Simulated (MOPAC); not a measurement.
MOPAC input (PM3):

```
PM3 1SCF CHARGE=-1 GEO-OK AUX(PRECISION=9) THREADS=1
C2H6N

C     1.16910222 1   -0.36617596 1    0.02828903 1
C    -0.10408161 1    0.53431809 1    0.00128847 1
N    -1.34669152 1   -0.13737348 1    0.07933010 1
H     2.11280067 1    0.21329900 1    0.02223681 1
H     1.14463869 1   -1.00560646 1    0.91783451 1
H     1.17011329 1   -1.02478128 1   -0.84891733 1
H     0.06656603 1    1.21425004 1   -0.89406259 1
H    -0.00646576 1    1.21717278 1    0.86877351 1
H    -1.45093600 1   -0.66157262 1   -0.79864059 1
```

Task: What heat of formation does the run end on, and which ionisation energy by Koopmans theorem?

Result: 14.94 kcal/mol; 1.05 eV.
